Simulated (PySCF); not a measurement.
## MgCl: frontier orbitals

B2PLYP at R = 2.213 Å; Mg x2c-TZVPPall, Cl x2c-TZVPPall; spin-free X2C with a Gaussian nucleus (PySCF 2.14). State: ²Σ⁺ (doublet), unpaired electrons σ ↑. Only the outer orbitals are listed, counted within each symmetry.

```json
{"spin": "α", "orbital": "2π", "occ.": "1", "ε (eV)": "-56.51", "on Mg (%)": "100", "main shells (%)": "100 Mg p"}
{"spin": "α", "orbital": "2π", "occ.": "1", "ε (eV)": "-56.51", "on Mg (%)": "100", "main shells (%)": "100 Mg p"}
{"spin": "α", "orbital": "6σ", "occ.": "1", "ε (eV)": "-56.50", "on Mg (%)": "100", "main shells (%)": "100 Mg p"}
{"spin": "α", "orbital": "7σ", "occ.": "1", "ε (eV)": "-23.89", "on Mg (%)": "4", "main shells (%)": "96 Cl s"}
{"spin": "α", "orbital": "8σ", "occ.": "1", "ε (eV)": "-10.79", "on Mg (%)": "16", "main shells (%)": "82 Cl p, 14 Mg s"}
{"spin": "α", "orbital": "3π", "occ.": "1", "ε (eV)": "-9.46", "on Mg (%)": "5", "main shells (%)": "95 Cl p"}
{"spin": "α", "orbital": "3π", "occ.": "1", "ε (eV)": "-9.46", "on Mg (%)": "5", "main shells (%)": "95 Cl p"}
{"spin": "α", "orbital": "9σ", "occ.": "1", "ε (eV)": "-6.49", "on Mg (%)": "93", "main shells (%)": "72 Mg s, 21 Mg p"}
{"spin": "α", "orbital": "4π", "occ.": "0", "ε (eV)": "-0.21", "on Mg (%)": "98", "main shells (%)": "93 Mg p"}
{"spin": "α", "orbital": "4π", "occ.": "0", "ε (eV)": "-0.21", "on Mg (%)": "98", "main shells (%)": "93 Mg p"}
{"spin": "α", "orbital": "10σ", "occ.": "0", "ε (eV)": "1.33", "on Mg (%)": "102", "main shells (%)": "62 Mg p, 24 Mg d, 16 Mg s"}
{"spin": "β", "orbital": "2π", "occ.": "1", "ε (eV)": "-56.41", "on Mg (%)": "100", "main shells (%)": "100 Mg p"}
{"spin": "β", "orbital": "2π", "occ.": "1", "ε (eV)": "-56.41", "on Mg (%)": "100", "main shells (%)": "100 Mg p"}
{"spin": "β", "orbital": "6σ", "occ.": "1", "ε (eV)": "-56.31", "on Mg (%)": "100", "main shells (%)": "100 Mg p"}
{"spin": "β", "orbital": "7σ", "occ.": "1", "ε (eV)": "-23.73", "on Mg (%)": "4", "main shells (%)": "96 Cl s"}
{"spin": "β", "orbital": "8σ", "occ.": "1", "ε (eV)": "-10.43", "on Mg (%)": "15", "main shells (%)": "84 Cl p, 10 Mg s"}
{"spin": "β", "orbital": "3π", "occ.": "1", "ε (eV)": "-9.43", "on Mg (%)": "5", "main shells (%)": "95 Cl p"}
{"spin": "β", "orbital": "3π", "occ.": "1", "ε (eV)": "-9.43", "on Mg (%)": "5", "main shells (%)": "95 Cl p"}
{"spin": "β", "orbital": "9σ", "occ.": "0", "ε (eV)": "-1.93", "on Mg (%)": "96", "main shells (%)": "84 Mg s, 11 Mg p"}
{"spin": "β", "orbital": "4π", "occ.": "0", "ε (eV)": "0.57", "on Mg (%)": "99", "main shells (%)": "97 Mg p"}
{"spin": "β", "orbital": "4π", "occ.": "0", "ε (eV)": "0.57", "on Mg (%)": "99", "main shells (%)": "97 Mg p"}
```

Q: Which are the highest filled and the lowest empty level, where do they sit, and how wide is the gap?

A: Highest filled α 9σ at -6.49 eV (in %: 72 Mg s, 21 Mg p); lowest empty β 9σ at -1.93 eV (in %: 84 Mg s, 11 Mg p); the gap at B2PLYP is 4.56 eV.

| Item | Value |
| --- | --- |
| bond order (Mayer) | 0.88 |
| ⟨S²⟩ | 0.751 |
| charge on Mg (Mulliken, basis-dependent) | 0.49 |
| charge on Mg (Löwdin, basis-dependent) | 0.06 |
| dipole moment (positive dipole means Mg(−)Cl(+)) | -3.48 D |

Shares are Mulliken populations and can fall outside 0 to 100 %.

Correlated steps freeze 6 core orbitals. B2PLYP dipoles, levels and charges come from its SCF part alone. The state was picked by a PBE0 search and need not be the measured ground state.
